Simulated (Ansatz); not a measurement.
Stepwise reaction of `Cl[Si]Cl` with hydrogen, as a gas-phase model of exchange steps in deposition or etching. ΔE in kJ/mol; ΔG adds harmonic PBE0-D4 terms to CCSD(T)/CBS, at 1 bar.

Isolated molecules relaxed with PBE0-D4/def2-TZVP in Ansatz; ΔE leaves out vibrations. CBS: MP2 limit from def2 TZ/QZ plus the TZ coupled-cluster correction, frozen cores. This one scheme is used for every species. DFT in def2-TZVPP. B3LYP here is the variant with VWN-RPA as its local correlation; programs differ in this.

```
step                         reaction  PBE-D4  B3LYP-D4  ωB97M-V  CCSD(T)/CBS  ΔG(400 K)
   2  `[SiH]Cl` + H₂ → `[SiH2]` + HCl   122.7     117.8    117.4        114.3      110.8
```

Question: Give the row of step 1, `Cl[Si]Cl` + H₂ → `[SiH]Cl` + HCl. (Estimate.)

Answer: Computed: 
| step | reaction | PBE-D4 | B3LYP-D4 | ωB97M-V | CCSD(T)/CBS | ΔG(400 K) |
| --- | --- | --- | --- | --- | --- | --- |
| 1 | `Cl[Si]Cl` + H₂ → `[SiH]Cl` + HCl | 137.2 | 132.1 | 132.0 | 127.5 | 119.7 |

Question: By hand: ΔE of the 2 steps together at CCSD(T)/CBS.

Answer: (127.5) + (114.3) = 241.8 kJ/mol, or 120.9 kJ/mol a step.

In ΔE each step is lower than the one before. All are uphill at CCSD(T)/CBS. ΔG lies between 110.8 and 119.7 kJ/mol a step. PBE-D4 differs from CCSD(T)/CBS by 8.4 to 9.7 kJ/mol a step. Isolated molecules leave out the surface, adducts and barriers. Largest T1 diagnostic: 0.014.
